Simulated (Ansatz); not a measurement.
Reaction (SMILES): [NH+]#[C-] (C-NH) + 3 [H][H] (H2) → C (CH4) + N (NH3)
B3LYP-D3(BJ)/def2-TZVP geometries, fixed; electronic energies without zero-point terms.
Largest species:
```xyz
5

C      0.0000     0.0000     0.0000
H      0.6205     0.6269     0.6390
H     -0.6429    -0.6249     0.6185
H      0.6369    -0.6328    -0.6166
H     -0.6146     0.6308    -0.6409
```
Charge 0, spin multiplicity 1.

Basis-set convergence of the energy of full hydrogenation at HF with Ansatz (a first-principles code). Cartesian d functions, on some or all atoms, in 6-31G*, 6-31G**; all else is spherical. No added dispersion term, no relativity. Functions are those of the species that has most. Reference: the value in aug-cc-pVQZ, -88.02 kcal/mol, itself unsure by roughly 0.09 kcal/mol (its mean distance from def2-QZVPPD, pcseg-3, def2-QZVPP). Deviations are taken from unrounded values.

```tsv
basis	functions	energy of full hydrogenation (kcal/mol)	minus reference (kcal/mol)
STO-3G	11	-117.35	-29.33
3-21G	20	-87.49	0.53
6-31G	20	-92.39	-4.37
6-31G*	32	-90.42	-2.40
6-31G**	35	-90.24	-2.22
6-311G**	42	-87.66	0.36
aug-cc-pVDZ	59	-92.13	-4.11
aug-pcseg-1	59	-89.68	-1.66
jun-cc-pV(T+d)Z	95	-88.53	-0.51
aug-cc-pVTZ	138	-88.46	-0.43
aug-pcseg-2	138	-88.58	-0.56
aug-cc-pVQZ	264	-88.02	0.00
```

The smallest set listed that lies within 1 kcal/mol of the reference with all its larger relatives (same family, alike in diffuse functions; a set with none counts only in the reference's own line) is jun-cc-pV(T+d)Z (95 functions, -0.51 kcal/mol off). Inside the window by cancellation, since a larger relative falls out: 3-21G. Inside, with no larger relative to test it: 6-311G**, aug-pcseg-2.
